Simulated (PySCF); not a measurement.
How methods differ on the ionisation energy of N

N [He] 2s2 2p3 (4S) → N⁺ [He] 2s2 2p2 (3P), as a difference of total energies. Calculation: PySCF 2.14, in aug-cc-pCVTZ-DK (7s6p4d2f, 59 functions); the spin-free X2C one-electron Hamiltonian (Gaussian nucleus). Correlated levels: valence: 1s2 frozen. The calculations carry no spin-orbit coupling.

| method | ionisation energy (eV) | plus first-order spin-orbit estimate | error of that sum (eV) |
| --- | --- | --- | --- |
| UHF | 13.888 | 13.876 | -0.658 |
| MP2 (valence) | 14.582 | 14.571 | +0.037 |
| SCS-MP2 (valence) | 14.322 | 14.310 | -0.224 |
| CCSD (valence) | 14.441 | 14.430 | -0.104 |
| CCSD(T) (valence) | 14.467 | 14.456 | -0.078 |

Reference: 14.534 eV (measured; NIST Atomic Spectra Database, ionization energies).

A first-order spin-orbit estimate (lowest level to lowest level, LS coupling) adds -0.012 eV.

Errors of the correlated levels include the incompleteness of this basis and the frozen core.
